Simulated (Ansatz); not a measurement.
# C₄H₁₂N₂: how energies converge with the basis set

One table from this session's results is given with a row withheld; the runs are named, their logs left out.

Program: Ansatz 0.2.0, Gaussian basis. Level of theory: one geometry, several basis sets. These are calculated values, not measurements.

Plan: PBE0-D4/def2-SVP; ωB97M-V/def2-SVP; PBE0-D4/def2-QZVPP; ωB97M-V/def2-QZVPP; the functionals' def2-TZVPP values are taken from earlier runs.

## The relaxed structure

All runs share one geometry, relaxed beforehand with PBE0-D4 in a triple-zeta def2 set.

SMILES `CC(C)(N)CN`, 18 atoms, charge 0, spin multiplicity 1.

Atoms are counted from 1 here; the program's logs count them from 0.

Bond lengths: C1–C2 1.521 Å, C1–H7 1.091 Å, C1–H8 1.094 Å, C1–H9 1.093 Å, C2–C3 1.526 Å, C2–N4 1.464 Å, C2–C5 1.539 Å, C3–H10 1.094 Å, C3–H11 1.094 Å, C3–H12 1.094 Å, N4–H13 1.014 Å, N4–H14 1.013 Å, C5–N6 1.446 Å, C5–H15 1.098 Å, C5–H16 1.094 Å, N6–H17 1.012 Å, N6–H18 1.015 Å. Angles: C2–C1–H7 110.8°, C2–C1–H8 110.7°, C2–C1–H9 110.9°, H7–C1–H8 107.8°, H7–C1–H9 108.8°, H8–C1–H9 107.7°, C1–C2–C3 109.9°, C1–C2–N4 107.8°, C1–C2–C5 110.9°, C3–C2–N4 112.6°, C3–C2–C5 108.7°, N4–C2–C5 106.8°, C2–C3–H10 111.6°, C2–C3–H11 110.8°, C2–C3–H12 110.7°, H10–C3–H11 107.9°, H10–C3–H12 107.8°, H11–C3–H12 108.0° and more.

Set-up of the first run:

File in.yaml:

```yaml
crystal:
  periodic: [false, false, false]
  atoms:
    - {symbol: C, position_ang: [0.301690, -1.355719, 0.576741]}
    - {symbol: C, position_ang: [0.161281, -0.068478, -0.220336]}
    - {symbol: C, position_ang: [1.533302, 0.400611, -0.697363]}
    - {symbol: N, position_ang: [-0.762763, -0.324874, -1.326556]}
    - {symbol: C, position_ang: [-0.470097, 1.042708, 0.637631]}
    - {symbol: N, position_ang: [-1.791071, 0.780528, 1.163940]}
    - {symbol: H, position_ang: [-0.674136, -1.717164, 0.905936]}
    - {symbol: H, position_ang: [0.760835, -2.140270, -0.032224]}
    - {symbol: H, position_ang: [0.935035, -1.203660, 1.454037]}
    - {symbol: H, position_ang: [2.208384, 0.590396, 0.142365]}
    - {symbol: H, position_ang: [1.999015, -0.351678, -1.340144]}
    - {symbol: H, position_ang: [1.446107, 1.327937, -1.271866]}
    - {symbol: H, position_ang: [-0.762314, 0.458831, -1.970594]}
    - {symbol: H, position_ang: [-0.468425, -1.138144, -1.854436]}
    - {symbol: H, position_ang: [-0.518843, 1.947815, 0.017575]}
    - {symbol: H, position_ang: [0.203698, 1.279544, 1.466928]}
    - {symbol: H, position_ang: [-1.748731, 0.108620, 1.919296]}
    - {symbol: H, position_ang: [-2.352936, 0.363000, 0.429099]}
basis:
  gaussian: {orbitals: def2-SVP}
hamiltonian: {xc: pbe0, dispersion: d4}
output: {orbitals: {seedname: orbitals}}
```

On the command line:

```
$ ansatz run in.yaml --threads 2 --pin off --events-out ev --progress --plain --max-ram 32768MiB --backend cpu
```

Steps of the session up to this table: PBE0-D4 in def2-SVP; ωB97M-V in def2-SVP; PBE0-D4 in def2-QZVPP; ωB97M-V in def2-QZVPP.

One table of the session follows, with a row left open; its other results are not shown here.

It belongs to the step «Functionals by basis». 

| functional | basis | HOMO (eV) | LUMO (eV) |
| --- | --- | --- | --- |
| PBE0-D4 | def2-SVP | -6.31 | 1.41 |
| PBE0-D4 | def2-TZVPP | -6.58 | 0.77 |
| PBE0-D4 | def2-QZVPP | -6.63 | 0.38 |
| ωB97M-V | def2-SVP | ? | ? |
| ωB97M-V | def2-TZVPP | -8.98 | 2.17 |
| ωB97M-V | def2-QZVPP | -9.03 | 1.52 |

Estimate the missing values for ωB97M-V, def2-SVP.

The run gave: HOMO (eV): -8.71; LUMO (eV): 3.03. In the column «HOMO (eV)» it lies between ωB97M-V, def2-TZVPP (-8.98) and PBE0-D4, def2-QZVPP (-6.63).
